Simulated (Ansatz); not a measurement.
The same path of CH₄NO₂P (9 atoms, charge 0, multiplicity 1) was run 3 times with different band settings. The coordinate that changes most is the height of P5 over the plane of its neighbours.

Theory: Ansatz 0.2.0, RKS PBE-D4/def2-SVP.

Relaxed end points:

```xyz
9
Properties=species:S:1:pos:R:3
O -0.061 1.774 0.144
C 0.605 0.639 0.393
O 1.740 0.913 1.049
N 0.295 -0.583 0.094
P -1.207 -0.791 -0.765
H -0.880 1.509 -0.345
H 2.156 0.036 1.185
H -0.769 -1.697 -1.796
H -1.791 -1.847 0.024
```

```xyz
9
Properties=species:S:1:pos:R:3
O -0.288 1.508 0.234
C 0.583 0.504 0.425
O 1.733 0.999 0.910
N 0.432 -0.754 0.210
P -1.011 -1.536 -0.306
H -1.089 1.116 -0.181
H 2.306 0.215 1.036
H -0.680 -1.698 -1.708
H -1.897 -0.402 -0.637
```

Common settings: movable images 5; climbing image yes; spring 5.0 eV/Å²; start path through a guess of the saddle point; iteration limit 60; end points relaxed.

| run | optimiser | force threshold | largest step |
| --- | --- | --- | --- |
| 1 | quadratic models (default) | 0.03 eV/Å | default |
| 2 | quadratic models (default) | 0.5 eV/Å | default |
| 3 | fire | 0.03 eV/Å | 0.02 Å |

Question: What does each run give, and how far can it be trusted?

Answer: Run 1: converged after 13 iterations, highest image 1.484 eV above the first end. A vibrational analysis at the climbing image gives one clearly imaginary mode, 936i cm⁻¹: a first-order saddle point.
Run 2: converged after 9 iterations, highest image 1.487 eV above the first end. The threshold of 0.5 eV/Å is loose, so the images may lie well off the minimum-energy path. The order of the stationary point at the top wasn't checked.
Run 3: converged after 52 iterations, highest image 1.484 eV above the first end. Neighbouring images differ by up to 1.3 eV, so the band resolves the path poorly. Another band between the same ends (5 images) ends at a top of the same energy, where a vibrational analysis finds 1 clearly imaginary mode.
